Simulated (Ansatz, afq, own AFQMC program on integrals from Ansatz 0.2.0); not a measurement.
## BSiH4, doublet → BSiH4⁺, triplet

```xyz
6

Si    0.0000    0.0000    0.5624
B     0.0000    0.0000   -1.3599
H     0.0000    1.2187    1.4093
H     0.0000   -1.2187    1.4093
H     0.0000    1.0370   -1.9521
H     0.0000   -1.0370   -1.9521
```

Connectivity, by distances: SiH2–BH2.

E(triplet, charge +1) − E(doublet, charge +0) at this geometry, on UHF and UHF determinants.

Basis 6-31G. Only valence electrons are correlated. Ansatz 0.2.0 and our own AFQMC program on the same integrals; the CISD trial comes from CCSD amplitudes, and released means the phaseless constraint is let go. Free AFQMC starts from the CCSD state and is never constrained. Its projection time is finite, and what remains of the start isn't in its error. ± is one standard error of the sampling. The errors of all members are added in quadrature.

No full CI on the walks' own integrals is used here; CCSDT(Q) serves as the reference and is uncertain by about the last step of the cluster series. Each member takes its own surest rung, up to full CI.

Errors are counted within 6-31G, not against nature.

Cautions: BSiH₄⁺ (triplet): lower spins were not checked, its ph-AFQMC/CISD value lies 24 ± 5 meV above CCSDT(Q); this needn't be the first ionization.

| level | vertical ionization energy (kJ/mol) |
| --- | --- |
| CCSD | 1047.0 |
| HF | 1036.8 |

**Question.** From these cheaper values, estimate the vertical ionization energy at the reference level in 6-31G.

**Answer.** 1045.0 kJ/mol (CCSDT(Q) in 6-31G).

```json
{"level": "MP2", "vertical ionization energy (kJ/mol)": "1055.7", "error against CCSDT(Q) (kJ/mol)": "10.7"}
{"level": "CCSD(T)", "vertical ionization energy (kJ/mol)": "1046.1", "error against CCSDT(Q) (kJ/mol)": "1.1"}
{"level": "CCSDT", "vertical ionization energy (kJ/mol)": "1045.0", "error against CCSDT(Q) (kJ/mol)": "0.0"}
{"level": "ph-AFQMC/HF", "vertical ionization energy (kJ/mol)": "1049.3 ± 3.6", "error against CCSDT(Q) (kJ/mol)": "4.3 ± 3.6"}
{"level": "ph-AFQMC/CISD", "vertical ionization energy (kJ/mol)": "1047.5 ± 0.8", "error against CCSDT(Q) (kJ/mol)": "2.5 ± 0.8"}
{"level": "released AFQMC", "vertical ionization energy (kJ/mol)": "1045.5 ± 0.9", "error against CCSDT(Q) (kJ/mol)": "0.5 ± 0.9"}
{"level": "free AFQMC", "vertical ionization energy (kJ/mol)": "1045.4 ± 0.9", "error against CCSDT(Q) (kJ/mol)": "0.5 ± 0.9"}
```

Correlation beyond CCSD(T) takes off 1.1 kJ/mol. The perturbative (T) step is worth −1.0 kJ/mol.

Free projections are given only where their last times agree within the noise and don't stop above the reference; a slow remainder of the start can still hide under it. A walk keeps the symmetry of its determinant, which the program's search chose and which needn't be the lowest solution, so a lower state of the same spin and another symmetry isn't excluded. Released energies are given only where the last usable release times agree within the noise; a slower fall can still hide under it.
